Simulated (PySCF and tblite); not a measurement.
The numbers below are computed, except where a source is named.
C3H6O, numbered as in [CH2:1]=[CH:2][CH2:3][OH:4]. The same 5 conformers on PBE0-D3(BJ)/def2-SVP geometries, with only the basis set of the single-point energies changed (functional PBE0, solvent none (gas phase), D3(BJ) where defined; PySCF).

Torsions listed: C1–C2–C3–O4, C2–C3–O4–H4. Of a mirror pair one member is shown.

| conformer | shape | symmetry | dipole D |
| --- | --- | --- | --- |
| 1 | -8°, -60° | C1 (pair) | 1.46 |
| 2 | 127°, -58° | C1 (pair) | 1.48 |
| 3 | 0°, 180° | Cs | 1.85 |
| 4 | 132°, 171° | C1 (pair) | 1.62 |

Not shown: 1 more, 3.4 % in all.

Energies (kcal/mol) above conformer 1 and its weight at 298.15 K (thermal terms from GFN2-xTB):

```
basis set  E(2) − E(1)  E(3) − E(1)  E(4) − E(1)  weight of 1 (%)
def2-TZVP         0.14         0.96         1.65               45
   6-31G*         0.40         1.70         2.44               60
 def2-SVP         0.92         1.32         2.69               74
  pcseg-1         0.49         1.35         2.51               62
 6-311G**         0.60         1.45         2.47               65
def2-SVPD         0.07         0.58         1.43               39
  pcseg-2            ?            ?            ?                ?
```

**Question.** What does pcseg-2 give?

**Answer.** E(2) − E(1) = 0.06 kcal/mol, E(3) − E(1) = 0.83 kcal/mol, E(4) − E(1) = 1.49 kcal/mol, weight of conformer 1 41 %.

**Question.** How much does the choice of basis set matter?

**Answer.** The widest range is that of E(4) − E(1), which runs from 1.43 (def2-SVPD) to 2.69 kcal/mol (def2-SVP), a spread of 1.26, against RT = 0.59. Some levels give another conformer the largest weight.
